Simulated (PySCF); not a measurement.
Al(F)3 anion (AlF3), SMILES [F][Al]([F])[F] (connectivity only; charge and spin as stated), charge -1, multiplicity 2. Atoms are numbered in the order given.

```xyz
4

Al     0.0000     0.0000     0.0000
F     -1.7230     0.0000     0.0000
F      0.8615    -1.4921     0.0000
F      0.8615     1.4921     0.0000
```
Charge -1, spin multiplicity 2.

The structure is a stationary point at TPSSh-D3(BJ)/def2-SVPD. A frequency run showed that this geometry is not a minimum. The multiplicity is an assumed one; other spin states were not compared. The isomer is the one that the SMILES or the coordinates give; other isomers of the formula were not compared.

The numbers are results of PBE0/def2-TZVPD (PySCF), not measurements.

Mulliken values depend strongly on the basis, most of all with diffuse functions as here. Atomic charges (e):

```tsv
atom	Mulliken	meta-Löwdin	Mulliken spin
Al1	0.21	0.87	0.97
F2	-0.40	-0.62	0.01
F3	-0.40	-0.62	0.01
F4	-0.40	-0.62	0.01
```
